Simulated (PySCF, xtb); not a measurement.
C₂H₃, SMILES [CH]=C, multiplicity 2.

Harmonic wavenumbers (cm⁻¹) from GFN2-xTB (xtb) at its own minimum, in rising order: 652, 736, 949, 964, 1356, 1729, 2833, 3032, 3192.

### Question
What does PBE-D3(BJ)/def2-TZVP run with PySCF 2.14.0 give at its own minimum? (An estimate is asked for; the answer gives what the named calculation found.)

### Answer
680, 783, 882, 1005, 1343, 1617, 2972, 3069, 3178. Paired by order, the mean absolute difference is 55 cm⁻¹ and the zero-point energies are 22.1 and 22.2 kcal/mol.
